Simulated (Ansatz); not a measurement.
**CHAlO (triplet): the correlation ladder, def2-TZVPP**

The task here is to estimate one member of a computed series from the others.

Program: Ansatz 0.2.0, Gaussian basis. Level of theory: def2-TZVPP, core rule «outside noble gas», up to 7 orbitals frozen. These are calculated values, not measurements.

To be run: UHF; ROHF; CCSD(T) on UHF.

2 further runs of the same task are left out: 2 set aside as unsound or not needed.

### What is computed

The geometry is a PBE0/def2-TZVP stationary point (not a proven minimum).

4 atoms, charge 0, spin multiplicity 3.

Atoms are counted from 1 here; the program's logs count them from 0.

Bond lengths: Al1–C2 1.933 Å, C2–O3 1.306 Å, O3–H4 0.968 Å. Angles: Al1–C2–O3 167.9°, C2–O3–H4 112.4°.

Set-up of the first run:

in.yaml

```yaml
crystal:
  periodic: [false, false, false]
  atoms:
    - {symbol: Al, position_ang: [0.000001, -0.162615, 2.220099]}
    - {symbol: C, position_ang: [-0.000032, -0.075678, 0.288964]}
    - {symbol: O, position_ang: [0.000003, -0.291771, -0.998684]}
    - {symbol: H, position_ang: [0.000028, 0.530064, -1.510380]}
basis:
  gaussian: {orbitals: def2-TZVPP}
magnetization: {spin_polarized: true, initial_magnetization: 2}
hamiltonian: {xc: hf}
output: {orbitals: {seedname: orbitals}}
```

The run is started by

```console
$ ansatz run in.yaml --threads 1 --pin off --events-out ev --progress --plain --max-ram 4096MiB --backend cpu
```

Steps of the session up to this table: UHF; ROHF; CCSD(T) on UHF.

One of the session's tables, all rows but one given; the rest of the session is left out.

```
  method  from UCCSD(T) (kJ/mol)
    ROHF                 +1184.1
     UHF                 +1162.7
    UMP2                       ?
   UCCSD                   +46.0
UCCSD(T)                       0
```

**Question.** Estimate the row for UMP2.

The run gave: from UCCSD(T) (kJ/mol): +119.7. In the column «from UCCSD(T) (kJ/mol)» it lies between UCCSD (+46.0) and UHF (+1162.7).

With the free atoms at the same levels and basis (separate runs), the atomisation energy is 12.046 eV at UCCSD(T), 8.392 eV at ROHF.
